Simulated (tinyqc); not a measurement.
Starting guesses with plain Roothaan steps: SCF starting guesses in the sto-3g basis, for H2F+, spin multiplicity 1. Computed by the program tinyqc with PySCF. 

Geometry (angstrom):
```
atom,x,y,z
F,0.0000,0.0000,0.0000
H,0.0000,0.9370,0.6110
H,0.0000,-0.8990,0.5860
```

lowest restricted solution found by these runs and by PySCF = -98.837079 hartree

RHF with one setting changed at a time; a run stops when the energy changes by less than 1e-09 hartree and the error matrix is below 1e-5. Starts: the lowest orbitals of the core Hamiltonian, of the Wolfsberg-Helmholz matrix (K = 1.75), projected atomic densities, random orbitals, and the highest orbitals of the core Hamiltonian (a deliberately bad start).

Largest element of the error matrix X^T (FDS - SDF) X:
```
iteration,core,Wolfsberg-Helmholz,atomic densities,random,highest core orbitals
1,5.2e-01,4.6e-01,9.8e-01,1.6e+01,3.6e-01
2,3.9e-02,1.2e-01,3.1e-01,4.9e-01,5.3e-01
3,1.4e-02,3.2e-02,3.5e-02,7.6e-02,4.4e-02
4,4.5e-03,7.8e-03,6.9e-03,3.4e-02,1.1e-02
5,1.8e-03,2.3e-03,1.2e-03,1.7e-02,3.7e-03
6,9.0e-04,1.1e-03,3.0e-04,8.3e-03,1.4e-03
8,2.0e-04,2.4e-04,3.6e-05,2.0e-03,3.2e-04
10,4.4e-05,5.5e-05,8.0e-06,4.8e-04,7.2e-05
14,-,-,-,2.8e-05,-
```

How each run ends:
```
run,iterations,E (hartree),state
core,13,-98.83708,lowest found
Wolfsberg-Helmholz,13,-98.83708,lowest found
atomic densities,10,-98.83708,lowest found
random,16,-98.83708,lowest found
highest core orbitals,13,-98.83708,lowest found
```

5 of 5 runs reach the lowest restricted solution found, in 10 to 16 iterations (fastest: atomic densities). The first errors are 5e-01, 5e-01, 1e+00, 2e+01, 4e-01; the deliberately bad start has the smallest one, so a small first error does not mark a good start.
